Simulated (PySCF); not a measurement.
# Si₃H₈: NMR shifts and electronic excitations in gas and solvents, part 2 of 2

PySCF 2.14.0. Atoms count from 0.

### 7 NMR shieldings: wB97X-D/pcSseg-1 in chloroform

What the job is given:

```
{"job": {"kind": "nmr", "xc": "wB97X-D", "basis": "pcSseg-1", "solvent": "chloroform", "pop": false}, "charge": 0, "multiplicity": 1}
Si     1.809852     0.748015    -0.046957
Si     0.202132    -0.956987    -0.109311
Si    -1.948869    -0.051840     0.123109
H      3.190804     0.192309    -0.187759
H      1.560827     1.713392    -1.161939
H      1.714500     1.483830     1.251717
H      0.457793    -1.931327     0.999174
H      0.303676    -1.689546    -1.411897
H     -2.208665     0.923352    -0.980551
H     -2.049133     0.667958     1.430392
H     -2.992227    -1.121824     0.079576
```

Level: GIAO wB97X-D/pcSseg-1 NMR shielding, non-relativistic, IEF-PCM chloroform.

Output:

```text
coarse grid: 9832 points
cycle   1  E = -873.1965506726  dE = -4.349e-01  |g| = 1.613e-01  |ddm| = 2.746e+00
cycle   2  E = -873.2062602540  dE = -9.710e-03  |g| = 6.256e-02  |ddm| = 2.767e-01
cycle   3  E = -873.2073481848  dE = -1.088e-03  |g| = 1.749e-02  |ddm| = 1.088e-01
cycle   4  E = -873.2074624417  dE = -1.143e-04  |g| = 2.649e-03  |ddm| = 4.344e-02
cycle   5  E = -873.2074666556  dE = -4.214e-06  |g| = 6.510e-04  |ddm| = 1.007e-02
final grid: 78760 points
cycle   6  E = -873.2313900898  dE = -2.762e-05  |g| = 2.739e-03  |ddm| = 1.486e-02
cycle   7  E = -873.2313912744  dE = -1.185e-06  |g| = 1.025e-03  |ddm| = 4.259e-03
cycle   8  E = -873.2313913964  dE = -1.220e-07  |g| = 1.671e-04  |ddm| = 8.861e-04
cycle   9  E = -873.2313914157  dE = -1.933e-08  |g| = 2.703e-05  |ddm| = 7.000e-04
cycle  10  E = -873.2313914163  dE = -5.698e-10  |g| = 8.420e-06  |ddm| = 1.115e-04
converged SCF energy = -873.2313914163

GIAO shielding tensors (ppm)
atom      isotropic    diamagn.    paramagn.     s11        s22        s33       span
  0 Si     456.145     879.636    -423.491    451.338    453.202    463.895     12.557
  1 Si     469.567     881.013    -411.446    464.583    468.330    475.786     11.203
  2 Si     456.105     879.629    -423.523    451.237    453.226    463.853     12.616
  3 H       27.687      28.437      -0.750     24.341     25.322     33.397      9.056
  4 H       27.857      29.148      -1.291     24.627     26.029     32.914      8.287
  5 H       27.858      29.151      -1.293     24.623     26.035     32.916      8.294
  6 H       27.989      29.452      -1.463     24.671     25.646     33.651      8.980
  7 H       27.989      29.453      -1.464     24.671     25.648     33.648      8.977
  8 H       27.858      29.151      -1.293     24.621     26.037     32.917      8.295
  9 H       27.857      29.152      -1.295     24.627     26.032     32.911      8.283
 10 H       27.687      28.438      -0.751     24.343     25.324     33.394      9.052
```

Wall time 7.5 s (1 thread of Intel Xeon Platinum 8488C, shared host); peak memory 0.6 GiB.

In short: δ Si0 -103.3, Si1 -116.7, H3 3.56, H6 3.37 ppm (means over like atoms).

### 8 Ultraviolet spectrum: PBE0/def2-SVPD

Same as in step 7 but for these lines:

```diff
@@ -1,2 +1,2 @@
-{"job": {"kind": "nmr", "xc": "wB97X-D", "basis": "pcSseg-1", "solvent": "chloroform", "pop": false}, "charge": 0, "multiplicity": 1}
+{"job": {"kind": "uv", "xc": "PBE0", "basis": "def2-SVPD", "dynamic": true, "nstates": 6, "ntriplets": 0}, "charge": 0, "multiplicity": 1}
 Si     1.809852     0.748015    -0.046957
```

Method: TDDFT PBE0/def2-SVPD, vertical, gas phase, core orbitals frozen in the response.

Output:

```text
coarse grid: 9832 points
cycle   1  E = -872.5135786263  dE = -3.723e-01  |g| = 1.098e-01  |ddm| = 3.219e+00
cycle   2  E = -872.5167227396  dE = -3.144e-03  |g| = 3.743e-02  |ddm| = 3.620e-01
cycle   3  E = -872.5171391354  dE = -4.164e-04  |g| = 1.902e-02  |ddm| = 1.222e-01
cycle   4  E = -872.5172919936  dE = -1.529e-04  |g| = 1.825e-03  |ddm| = 3.595e-02
cycle   5  E = -872.5172933029  dE = -1.309e-06  |g| = 5.176e-04  |ddm| = 5.995e-03
final grid: 78760 points
cycle   6  E = -872.6242369337  dE = -5.201e-06  |g| = 5.608e-04  |ddm| = 2.589e-02
cycle   7  E = -872.6242370209  dE = -8.722e-08  |g| = 3.234e-04  |ddm| = 2.775e-03
cycle   8  E = -872.6242370615  dE = -4.059e-08  |g| = 4.203e-05  |ddm| = 6.732e-04
cycle   9  E = -872.6242370621  dE = -5.932e-10  |g| = 2.000e-05  |ddm| = 1.226e-04
converged SCF energy = -872.6242370621

Static polarisability (au): isotropic 93.830, principal 78.804 88.333 114.352

Singlet excitations
state   eV       nm        f      main configurations
  1   6.8294    181.5   0.17619   H->L 0.86
  2   6.8308    181.5   0.00007   H->L+1 0.98
  3   7.1460    173.5   0.10388   H->L+2 0.91
  4   7.1910    172.4   0.03693   H->L+3 0.59, H-1->L 0.37
  5   7.3558    168.6   0.00187   H->L+4 0.74, H->L+5 0.13
  6   7.3615    168.4   0.01398   H-1->L 0.57, H->L+3 0.34
```

It took 7.4 s on 1 thread of Intel Xeon Platinum 8488C, shared host; peak memory 0.59 GiB.

The orbitals next to the gap, with their largest atomic shares:

```tsv
orbital	eV	atoms
HOMO−3	-9.81	Si2 22 %, Si0 22 %, H9 13 %
HOMO−2	-9.45	Si1 23 %, H6 13 %, H7 13 %
HOMO−1	-8.69	Si1 33 %, Si2 16 %, Si0 16 %
HOMO	-8.04	Si1 33 %, Si0 22 %, Si2 22 %
LUMO	-0.22	Si2 24 %, Si0 24 %, Si1 20 %
LUMO+1	0.13	Si1 32 %, Si2 15 %, Si0 15 %
LUMO+2	0.18	Si1 23 %, Si0 18 %, Si2 18 %
```

With each of the 6 states as a Gaussian band of 0.4 eV half-width at 1/e, the curve within the window shown has maxima at 178 nm (ε 11,000) L/(mol cm). Beyond the last state computed it falls off for lack of states. The curve at chosen wavelengths:

```tsv
nm	ε (L/mol/cm)
162	1633
163	2136
165	3393
166	4132
168	5752
169	6591
171	8210
172	8942
174	10146
175	10585
177	11079
178	11124
180	10812
181	10469
183	9471
184	8850
186	7457
187	6725
189	5282
190	4601
192	3376
193	2844
195	1955
196	1596
198	1032
199	818
```

Further results of this job:

```tsv
property	computed
dipole moment (D)	0.08
polarisability (Å³)	13.90
HOMO–LUMO gap (eV)	7.82
−ε(HOMO) (eV)	8.04
C6 with itself (au)	2675
```

### 9 TDDFT and polarisability: PBE0/def2-SVPD in acetone

Same as in step 8 but for these lines:

```diff
@@ -1,2 +1,2 @@
-{"job": {"kind": "uv", "xc": "PBE0", "basis": "def2-SVPD", "dynamic": true, "nstates": 6, "ntriplets": 0}, "charge": 0, "multiplicity": 1}
+{"job": {"kind": "uv", "xc": "PBE0", "basis": "def2-SVPD", "solvent": "acetone", "nstates": 6, "ntriplets": 0}, "charge": 0, "multiplicity": 1}
 Si     1.809852     0.748015    -0.046957
```

Method: TDDFT PBE0/def2-SVPD, vertical, IEF-PCM acetone (non-equilibrium linear response), core orbitals frozen in the response.

Output:

```text
coarse grid: 9832 points
cycle   1  E = -872.5139997378  dE = -3.723e-01  |g| = 1.079e-01  |ddm| = 3.223e+00
cycle   2  E = -872.5172541724  dE = -3.254e-03  |g| = 3.042e-02  |ddm| = 3.976e-01
cycle   3  E = -872.5175468604  dE = -2.927e-04  |g| = 1.439e-02  |ddm| = 1.101e-01
cycle   4  E = -872.5176326995  dE = -8.584e-05  |g| = 1.371e-03  |ddm| = 3.140e-02
cycle   5  E = -872.5176334820  dE = -7.825e-07  |g| = 4.461e-04  |ddm| = 5.887e-03
final grid: 78760 points
cycle   6  E = -872.6245761579  dE = -5.193e-06  |g| = 5.080e-04  |ddm| = 2.629e-02
cycle   7  E = -872.6245762353  dE = -7.741e-08  |g| = 2.934e-04  |ddm| = 2.440e-03
cycle   8  E = -872.6245762689  dE = -3.356e-08  |g| = 4.028e-05  |ddm| = 6.049e-04
cycle   9  E = -872.6245762696  dE = -7.346e-10  |g| = 5.470e-06  |ddm| = 1.229e-04
converged SCF energy = -872.6245762696

Static polarisability (au): isotropic 129.904, principal 112.794 124.808 152.108

Singlet excitations
state   eV       nm        f      main configurations
  1   6.7898    182.6   0.32382   H->L 0.90
  2   6.8358    181.4   0.00000   H->L+1 0.98
  3   7.1223    174.1   0.16902   H->L+2 0.96
  4   7.1719    172.9   0.06958   H->L+3 0.70, H-1->L 0.27
  5   7.3506    168.7   0.01737   H-1->L 0.67, H->L+3 0.25
  6   7.3563    168.5   0.00409   H->L+5 0.79, H->L+4 0.10
```

It took 6.9 s on 1 thread of Intel Xeon Platinum 8488C, shared host; peak memory 0.6 GiB.

In short: HOMO -7.91 eV, LUMO -0.08 eV; lowest singlet 6.79 eV.

### 10 TDDFT and polarisability: PBE0/def2-SVPD in chloroform

Same as in step 9 but for these lines:

```diff
@@ -1,2 +1,2 @@
-{"job": {"kind": "uv", "xc": "PBE0", "basis": "def2-SVPD", "solvent": "acetone", "nstates": 6, "ntriplets": 0}, "charge": 0, "multiplicity": 1}
+{"job": {"kind": "uv", "xc": "PBE0", "basis": "def2-SVPD", "solvent": "chloroform", "nstates": 6, "ntriplets": 0}, "charge": 0, "multiplicity": 1}
 Si     1.809852     0.748015    -0.046957
```

Level: TDDFT PBE0/def2-SVPD, vertical, IEF-PCM chloroform (non-equilibrium linear response), core orbitals frozen in the response.

Output:

```text
coarse grid: 9832 points
cycle   1  E = -872.5138980870  dE = -3.723e-01  |g| = 1.084e-01  |ddm| = 3.222e+00
cycle   2  E = -872.5171270409  dE = -3.229e-03  |g| = 3.212e-02  |ddm| = 3.879e-01
cycle   3  E = -872.5174483549  dE = -3.213e-04  |g| = 1.545e-02  |ddm| = 1.130e-01
cycle   4  E = -872.5175481766  dE = -9.982e-05  |g| = 1.440e-03  |ddm| = 3.227e-02
cycle   5  E = -872.5175490171  dE = -8.405e-07  |g| = 4.580e-04  |ddm| = 5.815e-03
final grid: 78760 points
cycle   6  E = -872.6244919614  dE = -5.189e-06  |g| = 5.187e-04  |ddm| = 2.624e-02
cycle   7  E = -872.6244920375  dE = -7.606e-08  |g| = 3.065e-04  |ddm| = 2.481e-03
cycle   8  E = -872.6244920739  dE = -3.643e-08  |g| = 4.141e-05  |ddm| = 6.266e-04
cycle   9  E = -872.6244920747  dE = -7.524e-10  |g| = 8.678e-06  |ddm| = 1.205e-04
converged SCF energy = -872.6244920747

Static polarisability (au): isotropic 119.169, principal 101.738 113.680 142.091

Singlet excitations
state   eV       nm        f      main configurations
  1   6.7787    182.9   0.35045   H->L 0.91
  2   6.8307    181.5   0.00000   H->L+1 0.98
  3   7.1159    174.2   0.17967   H->L+2 0.97
  4   7.1684    173.0   0.07515   H->L+3 0.70, H-1->L 0.27
  5   7.3463    168.8   0.02046   H-1->L 0.67, H->L+3 0.25
  6   7.3520    168.6   0.00453   H->L+5 0.73, H->L+4 0.16
```

Wall time 6.9 s (1 thread of Intel Xeon Platinum 8488C, shared host); peak memory 0.6 GiB.

This run: HOMO -7.93 eV, LUMO -0.10 eV; lowest singlet 6.78 eV.

### 11 Run by run: NMR shifts

Shifts (ppm), means over like atoms, with basis size and wall time:

```tsv
run	H3	H6	Si0	Si1	functions	time
PBE0/pcSseg-1 in acetone	3.59	3.42	-104.1	-116.5	112	6.8 s
PBE0/pcSseg-1 in chloroform	3.60	3.43	-104.2	-116.8	112	5.8 s
PBE0/pcSseg-1 in dichloromethane	3.59	3.42	-104.2	-116.7	112	5.8 s
WP04/pcSseg-1 in chloroform	3.06	2.89	-85.4	-91.0	112	5.8 s
wB97X-D/pcSseg-1 in chloroform	3.56	3.37	-103.3	-116.7	112	7.5 s
measured	–	–	-98.0	-115.7	–	–
```

Measured: C. Corminboeuf, T. Heine, J. Weber, Chem. Phys. Lett. 357 (2002) 1.

### 12 Comparing the runs: electronic excitations

Excitations and ground-state properties, with basis size and wall time:

```tsv
run	lowest singlet (eV)	brightest (eV)	f	gap (eV)	α (Å³)	μ (D)	functions	time
PBE0/def2-SVPD	6.83	6.83	0.176	7.82	13.90	0.08	136	7.4 s
PBE0/def2-SVPD in acetone	6.79	6.79	0.324	7.83	19.25	0.10	136	6.9 s
PBE0/def2-SVPD in chloroform	6.78	6.78	0.350	7.82	17.66	0.10	136	6.9 s
```

The continuum's effect on the ground state:

```tsv
solvent	ε	polarisation energy (Eh)	μ (D)
chloroform	4.71	-0.0003	0.10
acetone	20.49	-0.0004	0.10
```

### 13 Results

The summary covers parts 1 to 2.

```
                                                                         quantity                                          value
                                                                      point group                                            C2v
                                             rotational constants (main isotopes)                           9.01, 2.01, 1.75 GHz
  1H shifts against TMS (PBE0/pcSseg-1, acetone, means over atoms taken as alike)                                 3.59, 3.42 ppm
29Si shifts against TMS (PBE0/pcSseg-1, acetone, means over atoms taken as alike)                             -104.1, -116.5 ppm
                                         measured, and computed on the same scale  Si0 δ -98.0, -104.1; Si1 δ -115.7, -116.5 ppm
                                                  lowest singlet (PBE0/def2-SVPD)                    6.83 eV (182 nm), f = 0.176
                                   range of the shift of Si1 (PBE0/pcSseg-1 runs)                           -116.8 to -116.5 ppm
                                                      range of the lowest singlet                                6.78 to 6.83 eV
```

Over 4 steps the energy fell by 0.141 eV; of the close pairs, Si2–H8 changed most, 1.447 to 1.496 Å. At PBE0/pcSseg-1: The largest span, 15 ppm, is at Si0, Si2, where the paramagnetic term is -424 ppm. 2 measured 29Si shifts can be compared: mean absolute error 3.5 ppm, mean signed error -3.5 ppm. Vibration and temperature are missing from the calculation, and it holds one conformer, so part of the miss against the measured shifts is not the functional's. The first singlet state (HOMO→LUMO 0.86) lies at 6.83 eV and is bright. At one level, PBE0/pcSseg-1: In ppm, Si1 moves most: its shift spreads over 0.3 ppm, from -116.8 (PBE0/pcSseg-1 in chloroform) to -116.5 (PBE0/pcSseg-1 in acetone). The lowest singlet runs from 6.78 eV (PBE0/def2-SVPD in chloroform) to 6.83 eV (PBE0/def2-SVPD), while the orbital gap spans 7.82 to 7.83 eV. The lowest state need not be the same one in every run. The continuum holds electrostatics alone: no hydrogen bonds to the solvent, and the gas-phase geometry is kept.
